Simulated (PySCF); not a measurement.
# 2-thiophenamine (Nc1cccs1, C4H5NS)

Geometry:
```csv
atom,x (Å),y (Å),z (Å)
N1,2.118,0.274,0.036
C2,0.733,0.210,0.039
C3,-0.073,-0.842,-0.294
C4,-1.452,-0.505,-0.259
C5,-1.680,0.784,0.103
S6,-0.203,1.617,0.383
H7,2.517,0.829,0.778
H8,2.553,-0.635,-0.008
H9,0.308,-1.822,-0.549
H10,-2.246,-1.205,-0.484
H11,-2.620,1.297,0.230
```

Method: quadratic response CAM-B3LYP/def2-TZVPD first hyperpolarisability, Taylor convention, gas phase (PySCF). Geometry: PBE0-D3(BJ)/def2-TZVP.

(1) Give the tensor of the static β(0;0,0) in the axes of these coordinates.

## Answers

(1) In au, Taylor convention; rows are the first index (the induced dipole):
|  | xx | yy | zz | xy | xz | yz |
| --- | --- | --- | --- | --- | --- | --- |
| x | +191.6 | -5.2 | +17.7 | -42.4 | -12.5 | -6.0 |
| y | -42.4 | -28.2 | -25.0 | -5.2 | -6.0 | +3.8 |
| z | -12.5 | +3.8 | -25.0 | -6.0 | +17.7 | -25.0 |

Norm of βᵢ = ⅓ Σⱼ (βᵢⱼⱼ + βⱼᵢⱼ + βⱼⱼᵢ): 227.8 au, hyper-Rayleigh value 91.9 au.
